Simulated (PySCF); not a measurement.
Rock-salt KBr, treated with Hartree–Fock in PySCF (GTH pseudopotentials, Gaussian basis, DZ basis).

The same calculation (at the measured cell, 35.908 Å³/atom) with different numerical settings:

```tsv
run	k mesh	gap on the mesh (eV)	total energy (eV/atom)	rough time
1	2×2×2	12.383	-562.9457	50 core-s
2	3×3×3	12.124	-562.7823	100 core-s
3	4×4×4	12.050	-562.7339	20 core-min
```

In the column total energy (eV/atom) the first row differs from the last by -0.2118 and the next to last by -0.0484.

The last row is no converged limit: other settings stay fixed.

Spin–orbit coupling is not included.
